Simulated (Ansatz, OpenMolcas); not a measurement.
A ladder of methods for AlH2F (SMILES [H][Al]([H])[F])

AlH2F has 4 atoms, charge 0, and is taken as a singlet. SMILES: `[H][Al]([H])[F]`. Geometry: a GFN2-xTB relaxation, a rough one for these elements and not checked as a minimum.

```csv
atom,x (Å),y (Å),z (Å)
Al,0.0196,0.0327,0.0009
H,1.5469,-0.0179,0.0141
H,-0.7390,1.3588,-0.0194
F,-0.8275,-1.3736,0.0044
```

Quantity: the vertical energy of the triplet above the singlet, in eV. The values are calculated.

```
             level                    kind     program  value (eV)  less FCI/STO-3G
      SVWN5/STO-3G                     LDA  OpenMolcas        7.02            -1.02
     revPBE/STO-3G                     GGA      Ansatz        7.04            -1.00
    r2SCAN0/STO-3G         hybrid meta-GGA      Ansatz        7.60            -0.44
      HSE06/STO-3G  range-separated hybrid      Ansatz        7.44            -0.60
    wB97M-V/STO-3G  range-separated hybrid      Ansatz        7.94            -0.10
        MP2/STO-3G     perturbation theory      Ansatz        8.31            +0.27
CASPT2(2,2)/STO-3G          multireference  OpenMolcas        8.45            +0.41
   CCSDT(Q)/STO-3G   coupled cluster or CI      Ansatz        8.04             0.00
        FCI/STO-3G      exact in the basis      Ansatz        8.04             0.00
```

FCI/STO-3G is exact within its basis and frozen core, so for wave-function methods in that basis the difference is their error; functionals converge differently with the basis, so for them it is only a difference. The values span 7.02 to 8.45 eV. A triplet this far above the singlet is often a Rydberg-like or dissociative state; sets without diffuse functions put Rydberg states too high. All rows use very small basis sets, so even the best lies far from the true value.
